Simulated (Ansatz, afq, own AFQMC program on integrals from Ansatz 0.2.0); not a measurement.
**BH3 (singlet): quantum Monte Carlo beside coupled cluster at distance B1–H2 = 1.194 Å, cc-pVDZ**

An exercise on one series of results from a longer session: the logs are not shown, and one member is left open.

Program: Ansatz 0.2.0, Gaussian basis, and an in-house AFQMC program (afq) on its integrals; all values are calculated. Level of theory: cc-pVDZ, frozen cores. These are calculated values, not measurements.

To be run: Full CI; PBE (unrestricted); r2SCAN (unrestricted); PBE0 (unrestricted); B3LYP (unrestricted); wB97M-V (unrestricted); B2PLYP (unrestricted); CCSD(T) on RHF; Full CI; CCSDT(Q) on RHF; CCSDTQ on RHF; Phaseless AFQMC, CISD trial on RHF; Phaseless AFQMC, single-determinant trial on RHF; Free-projection AFQMC, CISD trial on RHF; Phaseless AFQMC, CISD trial on RHF; UHF.

7 further runs of the same task are left out: 7 that didn't finish.

## The system

The geometry derives from a PBE0/def2-TZVP stationary point (not a proven minimum). One bond is set to the value named and the two fragments are kept rigid.

4 atoms, charge 0, spin multiplicity 1.

Atoms are counted from 1 here; the program's logs count them from 0.

Bond lengths: B1–H2 1.193 Å, B1–H3 1.193 Å, B1–H4 1.193 Å. Angles: H2–B1–H3 120.0°, H2–B1–H4 120.0°, H3–B1–H4 120.0°.

Set-up of the first run:

in.yaml

```yaml
crystal:
  periodic: [false, false, false]
  atoms:
    - {symbol: B, position_ang: [0.000000, 0.000000, 0.000000]}
    - {symbol: H, position_ang: [1.193377, 0.014556, -0.000258]}
    - {symbol: H, position_ang: [-0.609294, 1.026213, -0.002837]}
    - {symbol: H, position_ang: [-0.584082, -1.040768, 0.003095]}
basis:
  gaussian: {orbitals: cc-pVDZ}
correlation: {method: fci, electrons: outside_noble_gas}
```

Launch:

```sh
ansatz run in.yaml --threads 1 --pin off --events-out ev --progress --plain --max-ram 16896MiB --backend cuda --devices 0, --max-vram 18GiB
```

Among the steps run: Full CI; PBE (unrestricted); r2SCAN (unrestricted); PBE0 (unrestricted); B3LYP (unrestricted); wB97M-V (unrestricted); B2PLYP (unrestricted); CCSD(T) on RHF; CCSDT(Q) on RHF; CCSDTQ on RHF; Phaseless AFQMC, CISD trial on RHF; Phaseless AFQMC, single-determinant trial on RHF; Free-projection AFQMC, CISD trial on RHF; Phaseless AFQMC, CISD trial on RHF (settings varied); UHF.

One of the session's tables, all rows but one given; the rest of the session is left out.

It belongs to the step «AFQMC on the ladder». On the RHF determinant, counted from full CI (exact for this spin and basis):

| level | from full CI (kcal/mol) |
| --- | --- |
| HF | +74.07 |
| MP2 | +16.29 |
| CCSD | +1.20 |
| CCSD(T) | ? |
| CCSDT(Q) | 0.00 |
| CCSDTQ | 0.00 |
| full CI | 0.00 |
| Phaseless AFQMC, CISD trial, step 0.005, 4000 walkers | -0.01 |
| Phaseless AFQMC, single-determinant trial, step 0.005, 4000 walkers | -0.88 |
| Free-projection AFQMC, CISD trial, step 0.03, 4000 walkers | -0.02 |
| Phaseless AFQMC, CISD trial, step 0.01, 10 walkers | +0.12 |

Estimate the missing values for CCSD(T).

The run gave: from full CI (kcal/mol): +0.25. In the column «from full CI (kcal/mol)» it lies between Phaseless AFQMC, CISD trial, step 0.01, 10 walkers (+0.12) and CCSD (+1.20).

Caveats from the session: On RHF the phaseless walk with the CISD trial lies -0.01 kcal/mol from full CI, within three error bars.
